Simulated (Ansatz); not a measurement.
## Ansatz (development build ahead of 0.2.0) run

```yaml
crystal:
  periodic: [false, false, false]
  atoms:
    - { symbol: C, position_ang: [0.69934, 0.7577, 0.05701] }
    - { symbol: C, position_ang: [-0.64837, 0.78875, -0.03759] }
    - { symbol: C, position_ang: [-0.60437, -0.81335, 0.01882] }
    - { symbol: C, position_ang: [0.65532, -0.79747, -0.06729] }
    - { symbol: H, position_ang: [1.45466, 1.57687, 0.03354] }
    - { symbol: H, position_ang: [-1.45986, 1.61735, -0.05235] }
    - { symbol: H, position_ang: [-1.40542, -1.54709, 0.03974] }
    - { symbol: H, position_ang: [1.43009, -1.5546, 0.0815] }
basis:
  gaussian: { orbitals: def2-SVP }
hamiltonian:
  xc: hf
correlation:
  method: mp2
  frozen_orbitals: { C: 1, H: 0 }
```

The input is written out in the form of the current development build from the run's settings.

The run gave:

```yaml
Converged: yes
Reference_energy: -153.51210 hartree
Correlation_energy: -0.52288 hartree
Total_energy: -154.03498 hartree
Spin_squared_of_the_determinant: 0.000
```
